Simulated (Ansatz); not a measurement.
Born–Oppenheimer molecular dynamics of CH4 + FH (7 atoms, charge 0, multiplicity 1). It starts from a relaxed structure.

Level of theory: UKS PBE0/cc-pVDZ in Ansatz.

```yaml
ensemble: NVT, Nosé–Hoover chain
time_step: 0.25 fs
steps_asked: 500
set_temperature: 2000 K
thermostat: time constant 300 fs, chain length 3
temperature_schedule: 125 steps to 2000 K, then 375 steps to 4000 K
seed: 664084
```

First frame:

```xyz
7
Properties=species:S:1:pos:R:3
F 0.194 -0.255 -2.350
H 0.202 -0.028 -1.453
C -0.081 0.056 0.755
H 0.596 0.744 0.224
H 0.469 -0.387 1.597
H -0.434 -0.753 0.100
H -0.945 0.623 1.128
```

Problem. How far do the bonds stretch over the last three quarters of this one trajectory? (Pairs bonded in most of those frames.)

Solution. 
| bond | mean (Å) | spread (Å) | shortest | longest |
| --- | --- | --- | --- | --- |
| F1–H2 | 0.926 | 0.019 | 0.90 | 0.95 |
| C3–H4 | 1.104 | 0.031 | 1.03 | 1.18 |
| C3–H5 | 1.106 | 0.033 | 1.05 | 1.16 |
| C3–H6 | 1.147 | 0.134 | 0.93 | 1.35 |
| C3–H7 | 1.108 | 0.038 | 1.05 | 1.17 |

Mean temperature of the second half: 1226 K. The conserved energy stayed within 0.74 meV per atom of its start (net change 0.18 meV per atom), so the integration is sound. The schedule's set-point averaged 3333 K over the second half and the system 1226 K, so it lags behind the ramp. A run of 0.12 ps of so small a system gives no equilibrium averages.

Time of the run: 10 min on 1 thread of Arm Neoverse V2, with other jobs on the host, peak memory 0.11 GiB.
